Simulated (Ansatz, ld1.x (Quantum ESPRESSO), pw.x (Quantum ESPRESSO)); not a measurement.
From atom to crystal: TM potential for Ba (Z = 56)

barium (Ba), norm-conserving Troullier–Martins (Kleinman–Bylander form), made with ld1.x (Quantum ESPRESSO) 7.5 (PBE, scalar-relativistic). Core [Xe], reference 5d0 6s2 6p0. Waves: 6p (bound, empty): rc 4.20 bohr; 5d (bound, empty): rc 3.65 bohr; 6s (bound): rc 3.85 bohr. Local part: the s channel. Core correction: a·sin(br)/r model core inside 2.10 bohr.

Crystal test: bcc Ba in pw.x 7.5, no spin, 9³ k-points, Fermi–Dirac smearing 0.01 Ry, cutoffs 50/200 Ry. The reference is all-electron LAPW (Ansatz 0.2.0) with the same functional, mesh and smearing; V0 and B0 come from Birch–Murnaghan fits to the pressures at five volumes. Errors are pseudo minus all-electron; Δ is the rms difference of the E(V) curves that follow from these fits, minima aligned, over ±6 % about the mean V0. Mesh and smearing are coarse, so the numbers serve the comparison and aren't converged zero-temperature values; the lattice is a test structure that the element need not adopt.

All-electron: a0 = 5.031 Å (V0 = 63.67 Å³/atom), B0 = 8.4 GPa.

Question: How far does the potential miss the all-electron equation of state?

Answer: mean pressure error (GPa): +0.47; a0 (Å): 5.111; a0 error (%): +1.59; B0 error (%): +8.7; Δ (meV/atom): 6.0. This is a poor potential for the solid.

```tsv
V (Å³/atom)	P all-electron (GPa)	P pseudo (GPa)
60.428	0.47	1.06
62.018	0.23	0.76
63.608	0.01	0.48
65.198	-0.19	0.22
66.788	-0.38	-0.01
```

Question: At the middle volume, how do free energy and pressure move when the wave cutoff is lowered (ecutrho kept at four times it)?

Answer:

| cutoff (Ry) | shift of F (meV/atom) | shift of P (GPa) |
| --- | --- | --- |
| 22 | +0.6 | +0.01 |
| 30 | +0.4 | +0.01 |
| 40 | +0.1 | -0.00 |

Input at the middle volume:

```
&control
  calculation='scf', prefix='x', pseudo_dir='./', outdir='./tmp', tstress=.true., disk_io='none'
/
&system
  ibrav=0, nat=1, ntyp=1, ecutwfc=50, ecutrho=200, nbnd=8,
  occupations='smearing', smearing='fd', degauss=0.01
/
&electrons
  conv_thr=1e-09, mixing_beta=0.4, electron_maxstep=70
/
ATOMIC_SPECIES
Ba 1.0 Ba.UPF
CELL_PARAMETERS angstrom
  -2.51468688 2.51468688 2.51468688
  2.51468688 -2.51468688 2.51468688
  2.51468688 2.51468688 -2.51468688
ATOMIC_POSITIONS crystal
Ba 0.0000 0.0000 0.0000
K_POINTS automatic
9 9 9 0 0 0
```

```bash
pw.x < Ba.scf.in > Ba.scf.out
```

Lines of the output:

```
Message from routine setup:
     using ibrav=0 with symmetry is DISCOURAGED, use correct ibrav instead
     lattice parameter (alat)  =       8.2308  a.u.
     unit-cell volume          =     429.2481 (a.u.)^3
     number of electrons       =         2.00
     number of Kohn-Sham states=            8
     kinetic-energy cutoff     =      50.0000  Ry
     charge density cutoff     =     200.0000  Ry
     scf convergence threshold =      1.0E-09
     Exchange-correlation= PBE
     number of k points=    35  Fermi-Dirac smearing, width (Ry)=  0.0100
     iteration #  1     ecut=    50.00 Ry     beta= 0.40
     total energy              =      -8.55357491 Ry
     estimated scf accuracy    <       0.00148330 Ry
     iteration #  2     ecut=    50.00 Ry     beta= 0.40
     total energy              =      -8.55367265 Ry
     estimated scf accuracy    <       0.00051280 Ry
     iteration #  3     ecut=    50.00 Ry     beta= 0.40
     total energy              =      -8.55372697 Ry
     estimated scf accuracy    <       0.00001250 Ry
     iteration #  4     ecut=    50.00 Ry     beta= 0.40
     c_bands:  1 eigenvalues not converged
     total energy              =      -8.55372986 Ry
     estimated scf accuracy    <       0.00000001 Ry
     iteration #  5     ecut=    50.00 Ry     beta= 0.40
     total energy              =      -8.55372993 Ry
     estimated scf accuracy    <          4.5E-09 Ry
     iteration #  6     ecut=    50.00 Ry     beta= 0.40
     total energy              =      -8.55372993 Ry
     estimated scf accuracy    <          1.2E-09 Ry
     iteration #  7     ecut=    50.00 Ry     beta= 0.40
     the Fermi energy is     1.7221 ev
!    total energy              =      -8.55372993 Ry
     estimated scf accuracy    <          8.7E-11 Ry
     smearing contrib. (-TS)   =      -0.00638538 Ry
     The total energy is F=E-TS. E is the sum of the following terms:
     one-electron contribution =       1.15255601 Ry
     hartree contribution      =       0.00319853 Ry
     xc contribution           =      -8.17145756 Ry
     ewald contribution        =      -1.53164153 Ry
     convergence has been achieved in   7 iterations
          total   stress  (Ry/bohr**3)                   (kbar)     P=        4.76
     Message from routine punch:
     Nothing written, as per user request (disk_io='none')
```

The run at the middle volume (35 k-points, 7 iterations) took about 9.1 s on one core of a shared host (Neoverse-V1, 64 threads, 495 GiB, load 32).
